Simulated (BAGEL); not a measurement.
**SiNH5 (SMILES [SiH3]N) at FCI/STO-3G (density fitting with cc-pvqz-jkfit)**

Aim: the energy change on altering one bond length of SiNH5 at FCI/STO-3G (density fitting with cc-pvqz-jkfit), from 2 runs. 

Program for the calculation: BAGEL 1.2.2.

1 further run of the same task is left out (set aside as unsound or not needed).

## Step 1: The structure to begin with

SiNH5: 7 atoms, total charge 0, spin state singlet. As SMILES, `[SiH3]N`. The coordinates come from a PBE0-D4/def2-TZVP relaxation.

Bond lengths: Si1–N2 1.720 Å, Si1–H3 1.486 Å, Si1–H4 1.486 Å, Si1–H5 1.494 Å, N2–H6 1.007 Å, N2–H7 1.007 Å. Angles: Si1–N2–H6 119.6°, Si1–N2–H7 119.6°, N2–Si1–H3 107.9°, N2–Si1–H4 107.9°, N2–Si1–H5 116.0°, H6–N2–H7 110.7°, H3–Si1–H4 110.5°, H3–Si1–H5 107.3°, H4–Si1–H5 107.3°.

## Step 2: The energy at FCI/STO-3G (density fitting with cc-pvqz-jkfit)

File job.json:

```json
{ "bagel" : [

{
  "title" : "molecule",
  "basis" : "sto-3g",
  "df_basis" : "cc-pvqz-jkfit",
  "angstrom" : true,
  "geometry" : [
    { "atom" : "Si", "xyz" : [      -0.413010,      -0.292700,      -0.422350 ] },
    { "atom" : "N", "xyz" : [       0.611760,       0.348670,       0.801280 ] },
    { "atom" : "H", "xyz" : [      -0.018320,      -1.706330,      -0.653330 ] },
    { "atom" : "H", "xyz" : [      -1.813170,      -0.217090,       0.068940 ] },
    { "atom" : "H", "xyz" : [      -0.367930,       0.402730,      -1.743970 ] },
    { "atom" : "H", "xyz" : [       0.391580,       1.238230,       1.219480 ] },
    { "atom" : "H", "xyz" : [       1.609100,       0.226510,       0.729930 ] }
  ]
},

{ "title" : "hf" },

{ "title" : "fci", "nstate" : 1, "ncore" : 6 }

]}
```

On the command line:

```bash
BAGEL_NUM_THREADS=1 BAGEL job.json > job.out
```

Log:

```text
* using 1 threads per process

  ===============================================================
  ===============================================================

  *** Geometry ***

  { "atom" : "Si", "xyz" : [     -0.780476,     -0.553123,     -0.798126 ] },
  { "atom" : "N", "xyz" : [      1.156059,      0.658891,      1.514200 ] },
  { "atom" : "H", "xyz" : [     -0.034620,     -3.224496,     -1.234615 ] },
  { "atom" : "H", "xyz" : [     -3.426395,     -0.410241,      0.130278 ] },
  { "atom" : "H", "xyz" : [     -0.695287,      0.761049,     -3.295626 ] },
  { "atom" : "H", "xyz" : [      0.739979,      2.339916,      2.304483 ] },
  { "atom" : "H", "xyz" : [      3.040758,      0.428042,      1.379368 ] },

  Number of auxiliary basis functions:      509

  Since a DF basis is specified, we compute 2- and 3-index integrals:
    o Being stored without compression. Storage requirement is 0.001 GB

  Number of basis functions:       19
  Number of electrons      :       26

    * METHOD: MOLECULE                             0.21

  *** RHF ***

  === Nuclear Repulsion ===
    64.8398447588

      * DIIS with orbital gradients will be used.

  === RHF iteration (sto-3g) ===
      0       -342.22116906          0.01376390           0.01
      1       -342.24439415          0.00300290           0.01
      2       -342.24577392          0.00067217           0.01
[... 6 lines of this table left out ...]
      9       -342.24588614          0.00000000           0.01
    * SCF iteration converged.

    * Permanent dipole moment:
           (   -0.167784,    -0.287405,     0.176743) a.u.

    * METHOD: HF                                   0.16

  ---------------------------
        FCI calculation
  ---------------------------

  Performs exactly the same way as Knowles & Handy 1984 CPL

  o alpha-beta strings
      length:          3432
  o size of the space
      determinant space:  2944656
      spin-adapted space: 736164

  o single displacement lists (alpha)
      length:         84084
  o single displacement lists (beta)
      length:         84084

     guess   0:   closed 1111111......        open .............

  === FCI iteration ===

      0  0      -342.24588614     2.61e-04     10.02
      1  0      -342.35272289     9.84e-05      9.19
      2  0      -342.36234537     3.94e-05      9.26
[... 13 lines of this table left out ...]
     16  0 *    -342.36382557     5.40e-11      7.44

     * ci vector, state   0, <S^2> = -0.0000
       2222222......     0.9626957931
       22222.2..2...    -0.0590393555
       22.2222.....2    -0.0553823792

    * METHOD: FCI                                154.64

  ===============================================================
```

Wall time 2.6 min (1 thread of AMD EPYC 7R43 (Zen 3), shared host); peak memory 4.9 GiB.

## Step 3: The distorted shape

File job.json:

```json
{ "bagel" : [

{
  "title" : "molecule",
  "basis" : "sto-3g",
  "df_basis" : "cc-pvqz-jkfit",
  "angstrom" : true,
  "geometry" : [
    { "atom" : "Si", "xyz" : [      -0.236860,      -1.004374,      -0.756922 ] },
    { "atom" : "N", "xyz" : [       0.787910,      -0.363004,       0.466708 ] },
    { "atom" : "H", "xyz" : [       0.157830,      -2.418004,      -0.987902 ] },
    { "atom" : "H", "xyz" : [      -1.637020,      -0.928764,      -0.265632 ] },
    { "atom" : "H", "xyz" : [      -0.191780,      -0.308944,      -2.078542 ] },
    { "atom" : "H", "xyz" : [       0.391580,       1.238230,       1.219480 ] },
    { "atom" : "H", "xyz" : [       1.785250,      -0.485164,       0.395358 ] }
  ]
},

{ "title" : "hf" },

{ "title" : "fci", "nstate" : 1, "ncore" : 6 }

]}
```

On the command line:

```bash
BAGEL_NUM_THREADS=1 BAGEL job.json > job.out
```

Log:

```text
* using 1 threads per process

  ===============================================================
  ===============================================================

  *** Geometry ***

  { "atom" : "Si", "xyz" : [     -0.447601,     -1.897992,     -1.430375 ] },
  { "atom" : "N", "xyz" : [      1.488934,     -0.685978,      0.881950 ] },
  { "atom" : "H", "xyz" : [      0.298255,     -4.569365,     -1.866864 ] },
  { "atom" : "H", "xyz" : [     -3.093519,     -1.755110,     -0.501972 ] },
  { "atom" : "H", "xyz" : [     -0.362412,     -0.583820,     -3.927875 ] },
  { "atom" : "H", "xyz" : [      0.739979,      2.339916,      2.304483 ] },
  { "atom" : "H", "xyz" : [      3.373634,     -0.916827,      0.747118 ] },

  Number of auxiliary basis functions:      509

[... 21 lines left out ...]
    * SCF iteration converged.
[... 1 line left out ...]
    * Permanent dipole moment:
[... 16 lines left out ...]
  o single displacement lists (alpha)
      length:         84084
  o single displacement lists (beta)
      length:         84084

     guess   0:   closed 1111111......        open .............

  === FCI iteration ===

      0  0      -342.02246179     2.81e-04      9.33
      1  0      -342.18347661     1.41e-04      8.24
      2  0      -342.21123121     6.47e-05      7.62
[... 16 lines of this table left out ...]
     19  0      -342.21772893     5.13e-10      8.15
    ** throwing out 1 trial vectors **
     20  0      -342.21772893     2.35e-10      8.41
    ** throwing out 1 trial vectors **
     21  0 *    -342.21772893     9.94e-11      7.27

     * ci vector, state   0, <S^2> = -0.0000
       2222222......    -0.8832194183
       222222.2.....     0.1842869710
       22222ab2.....     0.1595845104
       22222ba2.....     0.1595845104
       22222.22.....     0.1508763857
       222222ba.....     0.0853354435
       222222ab.....     0.0853354435

    * METHOD: FCI                                186.27

  ===============================================================
```

Wall time 3.1 min (1 thread of AMD EPYC 7R43 (Zen 3), shared host); peak memory 5.1 GiB.

## Step 4: What came out

At FCI/STO-3G (density fitting with cc-pvqz-jkfit), 6 core orbitals frozen:

```
                                                         quantity          value
                                        first shape: total energy  -342.36383 Eh
                                    distorted shape: total energy  -342.21773 Eh
energy change with the N2–H6 bond stretched from 1.007 to 1.813 Å       3.975 eV
```

What this shows: With the N2–H6 bond stretched from 1.007 to 1.813 Å the energy rises by 3.98 eV (92 kcal/mol). The first shape isn't relaxed at this level, so the change isn't measured from a minimum. The minimal basis adds a large error of its own.
